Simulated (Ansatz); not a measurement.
Phonon frequency of some phosphides, arsenides and antimonides, all zinc-blende

Method: HSE06 (Ansatz, an electronic-structure program, PAW). References are measured values at room or unstated temperature, uncorrected unless marked, so that the deviations hold thermal and zero-point effects besides the level's error. The table is a random draw of 6 from 32 values with such references.

Values in cm⁻¹.

| solid | reference | HSE06 | deviation (%) |
|---|---|---|---|
| zinc-blende InSb (L LO) | 161 | 158 | -1.9 |
| zinc-blende GaSb (X LO) | 212 | 209 | -1.4 |
| zinc-blende InP (X LO) | 332 | 328 | -1.2 |
| zinc-blende InSb (X LA) | 143 | 144 | +0.7 |
| zinc-blende GaAs (L TA) | 63 | 64 | +1.6 |
| zinc-blende InP (X TA) | 68 | 72 | +5.9 |

Over these 6 values the mean deviation is +0.6 %, the mean absolute deviation 2.1 % (median 1.5 %), and the worst case zinc-blende InP (X TA) at +5.9 %; the value is too high in 3 of 6 cases. Over all 32, from unrounded values, the mean deviation is +0.2 % and the mean absolute deviation 3.0 % (median 2.0 %).

Spin–orbit coupling is left out, also for the solids with elements from indium on (zinc-blende InSb, zinc-blende GaSb, zinc-blende InP); its size isn't shown.

Differences are worked out from the printed values.

Each level is taken at its own relaxed cell. Ansatz's density-functional and Hartree–Fock values are scalar-relativistic unless marked +SOC, with PAW data made under PBE.

Not in this set, of the phosphides, arsenides and antimonides with a reference value in our tables and a result at some level: 4 for a reference of another kind, counted apart. These can be a level's best or worst cases. At least 8 more with a reference value are held back for tests. Solids without a released value at any level aren't counted. Layered and molecular crystals are counted apart.

References as tabulated in Ioffe Institute, NSM Archive: InSb, mechanic properties page; Giannozzi et al., Phys. Rev. B (1991); Ioffe Institute, NSM Archive: InP, mechanic properties page.
